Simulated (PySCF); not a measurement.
The scaffold allyl-X carries different groups X. Isolated molecules, 0 K electronic values unless said otherwise. One relaxed conformer stands for each flexible species; it need not be the lowest. Strings in code marks are SMILES.

Calculation: PBE-D3(BJ)/def2-TZVP // B3LYP-D3(BJ)/def2-TZVP (PySCF). All candidates: neutral, multiplicity 1. Excitations are Tamm–Dancoff values on a coarser integration grid. The basis has no diffuse functions, so Rydberg states are missing or too high.

S1 excitation (TDA): 2.36 eV
HOMO: -5.25 eV
HOMO–LUMO gap: 2.12 eV

Q: Name which member has these values.
A) `C=CCC=S` (C–C–C–C torsion -118°, C–C–C–S torsion 126°)
B) `C=CC`
C) `[C-]#[N+]CC=C`
D) `C=CCCO`

A: A, `C=CCC=S` (C–C–C–C torsion -118°, C–C–C–S torsion 126°). The others give `[C-]#[N+]CC=C`: 5.59 eV, -6.96 eV, 5.43 eV; `C=CC`: 7.16 eV, -6.24 eV, 5.64 eV; `C=CCCO`: 5.15 eV, -6.08 eV, 5.03 eV
